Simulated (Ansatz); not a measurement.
## AlHOF (SMILES [O][AlH][F]): where methods fail along a bond

The species is AlHOF (4 atoms), meant as a doublet with charge 0. SMILES: `[O][AlH][F]`. The shape is that of a PBE0-D4/def2-TZVP optimisation.

```xyz
4

O    -0.1283   -1.0616    1.2994
Al    0.0382    0.0261   -0.0370
F    -1.1265   -0.0103   -1.1922
H     1.2721    0.9856   -0.0904
```

The Al2–H4 distance is scanned; the parts on either side stay rigid. Basis STO-3G, 7 core orbitals frozen in the correlated methods; program Ansatz 0.2.0. FCI is exact within this basis and core. Energies in eV from each method's value at 1.564 Å; open shells run as named. The shape above is that at 1.564 Å.

| distance (Å) | USVWN5 | U-r2SCAN | UCCSD | UCCSDT(Q) | FCI |
| --- | --- | --- | --- | --- | --- |
| 1.564 | 0.00 | 0.00 | 0.00 | 0.00 | 0.00 |
| 1.955 | 1.24 | 1.33 | 1.39 | 1.36 | 1.36 |
| 2.346 | 2.89 | 3.10 | 3.15 | 3.03 | 3.04 |
| 3.128 | 4.48 | 4.59 | 4.41 | 4.21 | 4.24 |
| 3.910 | 4.66 | 4.78 | 4.45 | 4.21 | 4.26 |

Departure from the FCI curve at its largest: USVWN5 +0.40 eV at 3.91 Å; U-r2SCAN +0.52 eV at 3.91 Å; UCCSD +0.19 eV at 3.91 Å; UCCSDT(Q) -0.05 eV at 3.91 Å. Functionals converge differently with the basis, so for them the departure isn't an error alone.
